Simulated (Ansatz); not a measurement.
A run of Ansatz (development build ahead of 0.2.0) on singlet HF₂(-) at this shape:

```yaml
atoms:
  - { symbol: F, position_ang: [0.0259, 0.0405, -1.1300] }
  - { symbol: H, position_ang: [-0.0131, 0.0189, 0.0444] }
  - { symbol: F, position_ang: [-0.0387, -0.0116, 1.1733] }
```

Its results:

| Property | Result |
| --- | --- |
| Converged | yes |
| Total energy | -199.47351 hartree |
| Spin squared of the determinant | 0.000 |

Q: Which input gives this output? Name the method, the orbitals and the basis set, and write the input.

A: RHF in cc-pVDZ. An unrestricted run that stays on the closed shell gives the same numbers.

```yaml
crystal:
  periodic: [false, false, false]
  atoms:
    - { symbol: F, position_ang: [0.0259, 0.04047, -1.13002] }
    - { symbol: H, position_ang: [-0.01312, 0.01894, 0.04438] }
    - { symbol: F, position_ang: [-0.03869, -0.01163, 1.17332] }
basis:
  gaussian: { orbitals: cc-pVDZ }
total_charge: -1
hamiltonian:
  xc: hf
```

Caution: no diffuse functions for an anion.
